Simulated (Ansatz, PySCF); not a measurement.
Molecule: CH2Cl, net charge 0, doublet state. It need not be the lowest isomer of its formula. 
Geometry from a B3LYP-D3(BJ)/def2-TZVP (Ansatz, a program for electronic structure) optimisation:
SMILES: [CH2]Cl
```xyz
4

C      0.0123    -0.2448    -1.0869
Cl    -0.0064     0.1282     0.5693
H      0.9694    -0.3350    -1.5718
H     -0.9338    -0.3757    -1.5841
```
Charge 0, spin multiplicity 2.

Dipole moments at this geometry, in debye (magnitudes).

```tsv
level	program	dipole (D)
BLYP/def2-TZVPD	Ansatz	(withheld)
BHLYP/def2-TZVPD	Ansatz	1.21
r2SCANh/def2-TZVPD	Ansatz	1.16
M06-2X/def2-TZVPD	PySCF	1.15
wB97X-V/def2-TZVPD	Ansatz	1.11
CCSD(T)/aug-cc-pV(D+d)Z	Ansatz	(withheld)
```

Task: Fill in the missing entries.

Result: 
- BLYP/def2-TZVPD, dipole (D): 0.94
- CCSD(T)/aug-cc-pV(D+d)Z, dipole (D): 1.07
